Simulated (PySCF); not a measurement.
# BN, singlet: reading a ladder of total energies

Geometry: that of the BN, triplet, kept fixed.

| atom | x (Å) | y (Å) | z (Å) |
| --- | --- | --- | --- |
| B | 0.0000 | 0.0000 | 0.0000 |
| N | 0.0000 | 0.0000 | 1.3155 |

Basis 6-31G; PySCF 2.14.0. Only valence electrons are correlated (noble-gas cores frozen), which leaves 8 electrons in 16 orbitals. Prefix R: restricted or restricted open-shell reference.

Full CI is exact within this basis and frozen core; it isn't the basis-set limit.

RCCSD has a T1 diagnostic of 0.075 and a largest doubles amplitude of 0.29.

```
    level  total energy (hartree)
      RHF              -78.848070
     RMP2              -79.098476
    RCCSD              -79.087573
 RCCSD(T)              -79.112490
   RCCSDT              -79.109689
RCCSDT(Q)              -79.111752
  full CI              -79.110927
```

Problem. What is the correlation energy at full CI, and what share of it do RMP2 and RCCSD recover?

Solution. E(corr) = -79.110927 − (-78.848070) = -0.262857 hartree = -7.153 eV. RMP2: -0.250406 / -0.262857 = 95.26 %. RCCSD: -0.239503 / -0.262857 = 91.12 %.

Problem. By how many kcal/mol does RCCSD(T) miss full CI (1 hartree = 627.509 kcal/mol), and which steps make up the rest?

Solution. -79.112490 − (-79.110927) = -0.001563 hartree = -0.98 kcal/mol. Steps: RCCSDT − RCCSD(T) = 1.76, RCCSDT(Q) − RCCSDT = -1.29, full CI − RCCSDT(Q) = 0.52 kcal/mol. With more than one leading determinant such errors change with state and geometry, and needn't cancel in differences.
